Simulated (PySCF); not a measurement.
# Gas-phase thermal properties of Si2C

Computed with PySCF (xtb for GFN2) and rigid-rotor harmonic-oscillator thermochemistry at 1 bar. 'Table' is the NASA 1993 thermochemical table (part measured, part estimated). S°(298 K) at PBE0/def2-TZVP differs from the NASA 1993 table for Si2C (+23 J/mol/K); whether the harmonic model or the table's entry is off was not settled. 6-31G* has spherical d functions here. All species are closed-shell singlets. B3LYP is the form with VWN-RPA correlation. The harmonic model lacks anharmonicity and excited electronic states, which grow with temperature; levels with a mode under 35 cm⁻¹ are left out. The table's entry may be an old estimate for Si2C (not checked at source). Warning, point group unlike the PBE0 one: Si2C (B3LYP/6-31G*, GFN2-xTB, HF/6-31G*).

```csv
level,point group,σ,ZPE (kJ/mol),S°298 (J/mol/K),Cp298 (J/mol/K),S°1000 (J/mol/K),H1000 − H298 (kJ/mol)
table,-,-,-,242.3,47.5,307.0,38.3
B3LYP/6-31G*,D∞h,2,13.1,256.8,50.3,323.7,39.5
GFN2-xTB,D∞h,2,13.8,262.3,49.6,328.4,39.0
HF/6-31G*,D∞h,2,14.4,254.8,49.5,320.9,39.0
PBE/def2-SVP,C2v,2,12.3,271.2,45.4,332.9,36.5
PBE0/def2-TZVP,C2v,2,13.5,265.3,44.4,326.2,36.1
```
σ: rotational symmetry number. Electronic degeneracy used: 1. Frequencies are unscaled.
